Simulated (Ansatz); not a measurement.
Input:

```yaml
crystal:
  periodic: [false, false, false]
  atoms:
    - { symbol: "N", position_ang: [-1.664, 0.5315, 0.06979] }
    - { symbol: B, position_ang: [-0.4339, 0.23642, -0.08392] }
    - { symbol: O, position_ang: [0.82519, -0.05274, -0.25274] }
    - { symbol: H, position_ang: [1.27271, -0.71519, 0.26687] }
magnetization:
  spin_polarized: true
  initial_magnetization: 1
basis:
  gaussian: { orbitals: def2-SVP }
hamiltonian:
  xc: pbe
  dispersion: d4
relax:
  f_tol: 0.02
  max_steps: 50
```

Command:

```bash
$ ansatz run input.yaml --threads 1 --pin off --max-ram 2048MiB --backend cpu --events-out ev --progress --plain --runs-dir out
```

Hardware: 1 thread of Arm Neoverse V2, on a shared host.

Task: Roughly how long does this run take, and how much memory?

Result: 9.1 s, with a peak of 0.12 GiB, for 5 ionic steps.
